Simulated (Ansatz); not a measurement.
## CCSD(T) forces

SiH₂Cl (SMILES [SiH2]Cl), doublet, at a frame of a short PBE0-D4/def2-SVP trajectory.

```xyz
4
angstrom
Si -0.3330 0.2583 0.1204
Cl 1.6354 -0.0698 0.8247
H -0.9950 -1.0782 0.1924
H -0.2697 0.6858 -1.3028
```

Program: Ansatz 0.2.0. Basis: def2-TZVPP. Cores are frozen in the correlated methods; orbitals are unrestricted.

CCSD(T) forces from the calculation:
```tsv
atom	Fx	Fy	Fz (eV/Å)
Si1	0.803	-0.606	0.081
Cl2	-0.783	0.253	-0.284
H3	-0.049	0.257	0.068
H4	0.029	0.096	0.135
```

Problem. Which atom feels the largest CCSD(T) force, and how large is it?

Solution. Si1, 1.01 eV/Å, along (0.80, -0.60, 0.08).

Root-mean-square difference of the force components from those of CCSD(T): PBE-D4 0.177; r2SCAN-D4 0.057; PBE0-D4 0.075; wB97M-V 0.031 eV/Å.

T1 diagnostic: at most 0.014. ⟨S²⟩ of the unrestricted Hartree–Fock references: 0.75 (a pure state has 0.75).

For scale, one of the runs: CCSD(T)/def2-TZVPP forces, 112 basis functions, launched by `ansatz run in.yaml --threads 2 --pin off --events-out ev --progress --plain --max-ram 3481MiB`. Time: 32 s of wall clock on 2 CPU threads of an Arm Neoverse V2; the host was shared. Peak host memory: 1.2 GiB.
